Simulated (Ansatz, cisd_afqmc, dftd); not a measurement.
Species: NH, charge 0, triplet. NH (SMILES [NH], triplet).
B3LYP-D3(BJ)/def2-TZVP minimum from Ansatz (a first-principles code):
```
N
H 1 1.0419
```
Charge 0, spin multiplicity 3.

Quantity: atomisation energy (electronic, to ground-state atoms), in kcal/mol. UHF or UKS for unpaired electrons; spin-orbit terms are left out. Correlated methods leave the cores frozen. Rows without X2C or -DK are non-relativistic. AFQMC/CISD: phaseless, guided by CISD from CCSD amplitudes; bars are statistical, one sigma. Outlying blocks are dropped, and bars are widened where a walk drifts. Over all cases where full CI ran beside it in this data, AFQMC minus full CI had a median of +0.1 mEh and passed +0.4 mEh in a tenth of the cases. CBS(X,Y): correlation extrapolated as X^-3, Hartree-Fock from the larger set (Q,5: extrapolated as (X+1)exp(-9√X)). A bracket is a step between two methods taken in the basis named. Functionals run without relativity, which enters their misses. Double hybrids freeze cores in their MP2 part. 'core' is core correlation in cc-pwCVTZ, 'X2C' scalar relativity in cc-pVTZ-DK, both at CCSD(T). Full CI freezes restricted core orbitals, also for open shells; the composite that ends in it estimates full CI at the basis-set limit. For partners of very few electrons the exact lower level stands in for a higher one.

| level | program | atomisation energy (kcal/mol) | error against the last row |
|---|---|---|---|
| HF/cc-pVDZ | Ansatz | 47.7 | -35.4 |
| HF/cc-pVQZ | Ansatz | 51.0 | -32.1 |
| r2SCAN/def2-TZVPD | Ansatz | 83.8 | 0.7 |
| B3LYP/def2-TZVPD | Ansatz | 87.6 | 4.5 |
| r2SCANh-D4/def2-TZVPD | Ansatz + dftd4 | 83.0 | -0.1 |
| CAM-B3LYP-D3(BJ)/def2-TZVPD | Ansatz + dftd3 | 86.7 | 3.6 |
| B2GP-PLYP/def2-TZVPD | Ansatz | 82.0 | -1.1 |
| CCSD/cc-pVDZ | Ansatz | 70.8 | -12.3 |
| CCSD/cc-pVTZ | Ansatz | 78.2 | -4.9 |
| CCSD(T)/CBS(cc-pVTZ,cc-pVQZ) | Ansatz | 82.8 | -0.3 |
| CCSD(T)/CBS(cc-pVTZ,cc-pVQZ) + core + X2C | Ansatz | 82.8 | -0.3 |
| AFQMC/CISD/cc-pVTZ | cisd_afqmc | 79.2 ± 0.1 | -3.9 |
| AFQMC/CISD/cc-pVQZ | cisd_afqmc | 81.6 ± 0.1 | -1.5 |
| CCSD(T)/CBS(cc-pVQZ,cc-pV5Z) + [CCSDTQ - CCSD(T)]/cc-pVDZ + core + X2C | Ansatz | 83.1 | 0.0 |
| CCSD(T)/CBS(cc-pVQZ,cc-pV5Z) + [CCSDT(Q) - CCSD(T)]/cc-pV5Z + [FCI - CCSDT(Q)]/cc-pVTZ + core + X2C | Ansatz | 83.1 | 0.0 |
